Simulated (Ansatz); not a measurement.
## HNP, doublet in 6-31G: errors against full CI

Geometry: a PBE0/def2-TZVP stationary point for this spin, not checked as a minimum.

```yaml
atoms:
  - { symbol: N, position_ang: [0.0000, -0.1179, 1.0172] }
  - { symbol: P, position_ang: [0.0000, 0.0319, -0.5145] }
  - { symbol: H, position_ang: [0.0000, 0.6571, 1.6748] }
```

Basis 6-31G; Ansatz 0.2.0. Correlated methods freeze the noble-gas cores, which leaves 11 electrons in 18 orbitals. R marks a restricted (for open shells ROHF) determinant, U an unrestricted one. Active spaces: valence = (11e, 9o) chosen from the atoms' valence shells.

Full CI is exact within this basis and frozen core; it isn't the basis-set limit. The frozen core follows each run's orbitals, which can shift R against U totals by a few meV.

Unrestricted rows (U) aren't spin-pure: their determinants' ⟨S²⟩ exceeds S(S+1) by up to 0.17, so they mix in states of higher spin. HF rows are the lowest solutions found. Coupled cluster chose its determinant by trial CCSD, here up to 0.23 eV above the lowest Hartree–Fock solution of its kind, and MP2 stands on that determinant too. For open shells CISD and CISDTQ are restricted-active-space CI with the open shells as a complete middle space.

* UHF ⟨S²⟩: 1.140
* ⟨S²⟩ of the determinant under UCCSD: 0.921
* T1 diagnostic (RCCSD): 0.0287
* largest doubles amplitude (RCCSD): 0.153
* T1 diagnostic (UCCSD): 0.0606

| level | E − E(RHF) (eV) |
| --- | --- |
| RMP2 | -4.7780 |
| UMP2 | -4.4127 |
| RCCSD | -4.9665 |
| UCCSD | -4.9657 |
| RCCSD(T) | -5.1345 |
| UCCSD(T) | -5.1242 |

(1) Estimate how far full CI in 6-31G lies from RCCSD(T). The table doesn't fix it; the size of (T) and the diagnostics are the guide.

(1) Full CI in 6-31G lies 1.59 mEh below RCCSD(T), which is 26 % of the (T) step (-6.17 mEh). A doubles amplitude is large, and the rest is a large part of (T).

The other levels:

```csv
level,E − E(full CI) (mEh),share of correlation (%),wall time
CISD,20.90,89.01,0.9 s
BCCD(T),1.70,99.10,1.7 s
RCCSDT,1.08,99.43,–
UCCSDT,1.10,99.42,–
CISDTQ,1.24,99.35,7.5 s (H100)
RCCSDT(Q),-0.03,100.02,4.8 s
UCCSDT(Q),-0.09,100.05,6 s
RCCSDTQ,0.13,99.93,38 s (H100)
UCCSDTQ,0.13,99.93,43 s (H100)
CASSCF (valence space),71.28,62.54,–
NEVPT2 (valence space),16.49,91.33,2.6 s
MRCISD (valence space),3.22,98.31,–
MRCISD+Q (valence space),0.93,99.51,3.5 s
```

The correlation energy at full CI, counted from RHF, is -5.178 eV. That run took 36 s on 2 threads of AMD EPYC 7R13 with a shared H100 80 GB, shared host over 79,558,752 determinants.

Run but not shown, since their state or frozen core can't be matched to the reference's or they repeat it: UHF.

Times hold each run's SCF and search for its determinant on a shared host, so for small cases they say little of a method's own cost; rows without a card ran on 1 thread of AMD EPYC 7R13.

The full-CI state has the irrep A' of Cs, in the program's axes.

Natural occupations of full CI about the gap: 1.971 1.962 1.953 1.894 1.017 0.107 0.035 0.025 0.015 0.008; effectively unpaired electrons, Σ n²(2−n)², 1.11.

Atomization energy (electronic, same basis, no zero-point term; atoms at the same level, unrestricted beside the R rows where the molecule is a closed shell, with restricted open-shell steps beyond CCSDT(Q)) at full CI: 496.2 kJ/mol. Errors of other levels:

```json
{"level": "RHF", "error (kJ/mol)": "-360.5"}
{"level": "RMP2", "error (kJ/mol)": "-5.3"}
{"level": "UMP2", "error (kJ/mol)": "-43.1"}
{"level": "CISD", "error (kJ/mol)": "-53.3"}
{"level": "RCCSD", "error (kJ/mol)": "-19.5"}
{"level": "UCCSD", "error (kJ/mol)": "-19.8"}
{"level": "RCCSD(T)", "error (kJ/mol)": "-4.0"}
{"level": "UCCSD(T)", "error (kJ/mol)": "-5.1"}
{"level": "BCCD(T)", "error (kJ/mol)": "-4.2"}
{"level": "RCCSDT", "error (kJ/mol)": "-2.8"}
{"level": "UCCSDT", "error (kJ/mol)": "-3.1"}
{"level": "CISDTQ", "error (kJ/mol)": "-3.2"}
{"level": "RCCSDT(Q)", "error (kJ/mol)": "0.1"}
{"level": "UCCSDT(Q)", "error (kJ/mol)": "0.0"}
{"level": "RCCSDTQ", "error (kJ/mol)": "-0.4"}
{"level": "UCCSDTQ", "error (kJ/mol)": "-0.6"}
{"level": "CASSCF (valence space)", "error (kJ/mol)": "-48.1"}
{"level": "NEVPT2 (valence space)", "error (kJ/mol)": "3.8"}
{"level": "MRCISD (valence space)", "error (kJ/mol)": "-6.7"}
{"level": "MRCISD+Q (valence space)", "error (kJ/mol)": "-2.7"}
```

This basis is far from its limit, so the value isn't to be set against a measured one. Truncated CI isn't size-consistent, which counts against it in atomization.
